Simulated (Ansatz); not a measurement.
Basis-set extrapolation for C3H6F2O (`CCOC(F)F`) (PBE0-D4/def2-TZVP geometry, frozen core, Ansatz). Multiplicity 1, RHF reference.

```csv
,def2-TZVPP,def2-QZVPP
HF,-391.007577,-391.025088
MP2 correlation,-1.242772,-1.343185
CCSD(T) correlation,-1.318529,not run
```

Energies in hartree. Use E(X) = E(∞) + A·exp(−7.88·√X) for Hartree–Fock and E(X) = E(∞) + B·X^(−2.97) for correlation, with X = 3 and 4, and add CCSD(T) minus MP2 of the smaller set to the MP2 limit.

What is the CCSD(T) energy at the basis-set limit?

HF limit: -391.025088 + (-0.017511) × 0.13774 = -391.02750. MP2 limit: -1.343185 + (-0.100413) × 0.74074 = -1.41756. Higher-order term: -1.318529 − (-1.242772) = -0.07576. Total: -392.52082 hartree, 122.2 kcal/mol below CCSD(T)/def2-TZVPP.
